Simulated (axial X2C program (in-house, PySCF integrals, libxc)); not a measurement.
**Potential curves of AlP⁻, 2c**

Calculated with an in-house relativistic program for diatomic molecules. Two-component (2c) means X2C with spin–orbit coupling and atomic mean-field two-electron Coulomb and Gaunt terms. Basis: P dyall-av3z [9s8p3d2f], Al dyall-av3z [9s9p3d2f] (cores contracted in-house); Gaussian nuclei, density fitting, unrestricted open shells. Masses: P 30.974 u, Al 26.982 u.

State: Ω = 1/2 (⟨Sz⟩ = 0.50, ⟨Lz⟩ = 0.00 at r2SCAN). Energies in eV from the fragments at the same level (P- + Al). Fits are polynomials in 1 − R0/R over 0.85 to 1.23 times the lowest point R0.

| R (Å) | r2SCAN | PBE0 |
| --- | --- | --- |
| 1.8644 | -2.8110 | -2.6247 |
| 1.9501 | -3.3295 | -3.1370 |
| 2.0144 | -3.5511 | -3.3559 |
| 2.0787 | -3.6629 | -3.4669 |
| 2.1430 | -3.6906 | -3.4947 |
| 2.2180 | -3.6434 | -3.4484 |
| 2.2930 | -3.5346 | -3.3405 |
| 2.3894 | -3.3355 | -3.1420 |
| 2.5073 | -3.0413 |  |
| 2.6787 | -2.5840 | -2.3779 |

One determinant describes the state; a PBE0 search over occupations chose it and may have missed a lower one. De is counted from the lowest determinant-based energies of the atoms at the same level, without counterpoise correction. Density functionals use the spin component along the axis (collinear). In 2c an atomic determinant is not the ground J level, so De misses part of the atomic spin–orbit lowering. This holds for r2SCAN, PBE0. PBE0 can misorder states that lie within some tenths of an eV, so this need not be the ground state of the molecule. The nearest other 2c determinant of the search, Ω = 3/2, lies 0.15 eV up at the distance of the search. The functionals have no current-density term, which raises determinants with orbital currents, atoms included. Some points did not converge and are left out. The highest occupied level of some functionals is positive through self-interaction error; at Hartree–Fock it is bound.

(1) Fit the r2SCAN curve near its minimum: give the equilibrium distance, the harmonic wavenumber and the well depth.

(2) What are Re, ωe and De at the PBE0 level?

Answers

(1) At r2SCAN, 2c: Re = 2.136 Å, ωe ≈ 547 cm⁻¹, De = 3.69 eV to P- + Al; Be follows as 0.256 cm⁻¹.

(2) At PBE0, 2c: Re = 2.136 Å, ωe ≈ 544 cm⁻¹, De = 3.50 eV to P- + Al; Be follows as 0.256 cm⁻¹.
